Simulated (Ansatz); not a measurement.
```yaml
crystal:
  periodic: [false, false, false]
  atoms:
    - {symbol: N, position_ang: [-0.476768, 1.017362, -0.372373]}
    - {symbol: C, position_ang: [0.022579, -0.137465, -0.093892]}
    - {symbol: C, position_ang: [0.788948, -0.873640, 0.530660]}
    - {symbol: S, position_ang: [-0.109470, -1.711848, -0.771804]}
    - {symbol: H, position_ang: [-1.321542, 1.018252, -0.840135]}
    - {symbol: H, position_ang: [-0.368412, 1.715450, 0.288169]}
    - {symbol: H, position_ang: [1.523513, -1.093581, 1.215501]}
basis:
  gaussian: {orbitals: def2-mTZVPP, final_grid: {core_spheres: 1, valence_spheres: 1, degree: 5}}
total_charge: -1
magnetization: {spin_polarized: true, initial_magnetization: 1}
hamiltonian: {xc: {name: r2SCAN}}
output: {forces: true}
```

```sh
$ ansatz run in.yaml --threads 2 --pin off --events-out ev --progress --plain --max-ram 4352MiB
```

Shortened log:

```
Functional definition: r2SCAN
944 factors; their error is unknown
mean field evaluation 1: about -14435.4714 eV, gradient 3.5e1 eV
mean field evaluation 2: about -14422.6395 eV, gradient 5.6e1 eV
mean field evaluation 4: about -14440.8644 eV, gradient 6.5e0 eV
mean field evaluation 8: about -14441.0578 eV, gradient 1.1e-1 eV
mean field evaluation 16: about -14435.3857 eV, gradient 3.3e0 eV
a density is far from that of the atoms, so the factors are made again for it
1038 factors; integrals over basis functions are off by at most 1.1e-3 eV
mean field evaluation 64: about -14440.7912 eV, gradient 2.4e0 eV
mean field evaluation 96: about -14435.7189 eV, gradient 2.9e-5 eV
mean field -14435.88494951 eV, -530.5089869002 hartree, gradient 3.8e-6 eV, S^2 1.691093; 11 other end points of the search recorded, 0 dependent functions left out
reference -14435.88497657 eV, -530.5089878947 hartree; 20, 19 occupied and 84, 85 virtual orbitals, 1038 factors
Total energy: -14435.88497657 eV, -530.5089878947 hartree
Atom 0 at    -0.476768     1.017362    -0.372373 Å, force     0.162565   -12.207400     3.465851 eV/Å
Atom 1 at     0.022579    -0.137465    -0.093892 Å, force     2.021060    -8.562816    -0.691630 eV/Å
Atom 2 at     0.788948    -0.873640     0.530660 Å, force   -17.463523    11.127336   -18.863426 eV/Å
Atom 3 at    -0.109470    -1.711848    -0.771804 Å, force     8.278564    15.376096    17.495077 eV/Å
Atom 4 at    -1.321542     1.018252    -0.840135 Å, force    10.318773     1.736862     3.242080 eV/Å
Atom 5 at    -0.368412     1.715450     0.288169 Å, force    -0.968159    -7.051986    -1.120871 eV/Å
Atom 6 at     1.523513    -1.093581     1.215501 Å, force    -2.349280    -0.418091    -3.527081 eV/Å
Dipole moment:     0.451986    -0.891796     0.136446 e Å
```

In this input the integration grid is far too coarse. The calculation finished and met its thresholds. The result belongs to that input, not to the molecule as meant.
